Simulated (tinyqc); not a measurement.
Worked calculation: Born-Oppenheimer dynamics on the RHF/sto-3g surface (energies and gradients from PySCF), for H3O+, spin multiplicity 1. Computed by tinyqc, a small Python program that keeps every step (integrals from PySCF). Settings: charge = 1, multiplicity = 1, basis = sto-3g, time step (fs) = 2.0, steps = 16. Command: `OMP_NUM_THREADS=1 python tinyqc.py 29801 29802 out.jsonl` (the two numbers bound the seeds that draw the settings). One thread of a shared host (Intel(R) Xeon(R) Processor @ 2.60GHz), about 1 s of CPU time with the checks.

## Velocity Verlet step 1

positions (bohr), order 1O, 2H, 3H, 4H:
$$\begin{pmatrix}
0.011338 & -0.051023 & 0.445975 \\
1.817917 & 0.077479 & -0.047243 \\
-0.829590 & 1.593039 & -0.064251 \\
-1.065806 & -1.562804 & -0.058582
\end{pmatrix}$$

velocities (bohr per atomic time unit), order 1O, 2H, 3H, 4H:
$$\begin{pmatrix}
0.000030682 & -0.000072493 & 0.000104289 \\
-0.000187318 & 0.000606507 & -0.000501711 \\
0.000472682 & 0.000150507 & -0.000590711 \\
-0.000772318 & 0.000393507 & -0.000562711
\end{pmatrix}$$

gradient (hartree/bohr), order 1O, 2H, 3H, 4H:
$$\begin{pmatrix}
0.03265651 & -0.02779381 & 0.01304500 \\
0.00062557 & 0.02093301 & 0.00180253 \\
-0.00460608 & 0.02299798 & -0.01159577 \\
-0.02867600 & -0.01613718 & -0.00325176
\end{pmatrix}$$

masses (electron masses): 1O 29156.946388, 2H 1837.152588, 3H 1837.152588, 4H 1837.152588

gradient after step 1 (hartree/bohr), order 1O, 2H, 3H, 4H:
$$\begin{pmatrix}
0.01331225 & -0.02972607 & 0.00841436 \\
-0.00135576 & 0.02506863 & 0.00036181 \\
0.00769363 & 0.00279616 & -0.00945585 \\
-0.01965012 & 0.00186128 & 0.00067968
\end{pmatrix}$$

dt = 2 fs = 82.6827 atomic units; x' = x + v dt - g dt^2 / (2m); after the new gradient g', v' = v - (g + g') dt / (2m).

positions after step 1 (bohr), order 1O, 2H, 3H, 4H:
$$\begin{pmatrix}
0.010047 & -0.053758 & 0.453069 \\
1.801265 & 0.088678 & -0.092080 \\
-0.781937 & 1.562693 & -0.091517 \\
-1.076308 & -1.500242 & -0.099058
\end{pmatrix}$$

velocities after step 1 (bohr per atomic time unit), order 1O, 2H, 3H, 4H:
$$\begin{pmatrix}
-0.000034496 & 0.000009064 & 0.000073861 \\
-0.000170886 & -0.000428666 & -0.000550416 \\
0.000403204 & -0.000429938 & -0.000116988 \\
0.000315163 & 0.000714757 & -0.000504832
\end{pmatrix}$$

## Velocity Verlet step 2

gradient after step 2 (hartree/bohr), order 1O, 2H, 3H, 4H:
$$\begin{pmatrix}
-0.02912561 & -0.02065574 & -0.00556616 \\
0.00134171 & 0.01641887 & -0.00379116 \\
0.01905814 & -0.02839826 & -0.00024596 \\
0.00872576 & 0.03263514 & 0.00960328
\end{pmatrix}$$

As before.

positions after step 2 (bohr), order 1O, 2H, 3H, 4H:
$$\begin{pmatrix}
0.005634 & -0.049524 & 0.458190 \\
1.789658 & 0.006592 & -0.138263 \\
-0.762914 & 1.521942 & -0.083596 \\
-1.013688 & -1.444607 & -0.142063
\end{pmatrix}$$

velocities after step 2 (bohr per atomic time unit), order 1O, 2H, 3H, 4H:
$$\begin{pmatrix}
-0.000012075 & 0.000080500 & 0.000069823 \\
-0.000170570 & -0.001362258 & -0.000473245 \\
-0.000198791 & 0.000146185 & 0.000101332 \\
0.000560994 & -0.000061515 & -0.000736229
\end{pmatrix}$$

## Energy conservation

The total energy should stay constant up to terms of order dt^2; the step counts as short enough if it moves by less than 2 % of the largest kinetic energy.

Trajectory:
```
time (fs)  1O-2H (angstrom)  potential (hartree)  kinetic (hartree)  total (hartree)
0.000000           0.993318         -75.32613185         0.00237782     -75.32375403
2.000000           0.993661         -75.32596402         0.00169831     -75.32426571
4.000000           0.995872         -75.32657734         0.00296059     -75.32361675
6.000000           0.993905         -75.32915669         0.00453964     -75.32461704
8.000000           1.001800         -75.32590617         0.00203494     -75.32387123
10.000000          0.999537         -75.32479972         0.00089425     -75.32390547
12.000000          0.983219         -75.32769591         0.00333260     -75.32436331
14.000000          0.992378         -75.32919677         0.00496114     -75.32423562
16.000000          1.007716         -75.32800746         0.00365999     -75.32434747
18.000000          0.985879         -75.32484567         0.00134192     -75.32350375
20.000000          0.969221         -75.32671593         0.00258698     -75.32412895
22.000000          1.008030         -75.32819826         0.00408861     -75.32410965
24.000000          1.005443         -75.32812273         0.00375485     -75.32436788
26.000000          0.958504         -75.32471808         0.00103087     -75.32368721
28.000000          0.986917         -75.32529974         0.00110392     -75.32419581
30.000000          1.014341         -75.32728253         0.00310925     -75.32417327
32.000000          0.976187         -75.32860726         0.00404648     -75.32456078
```

The total energy moves within 1.1e-03 hartree; that is over 2 % of the largest kinetic energy, so the time step is too long.
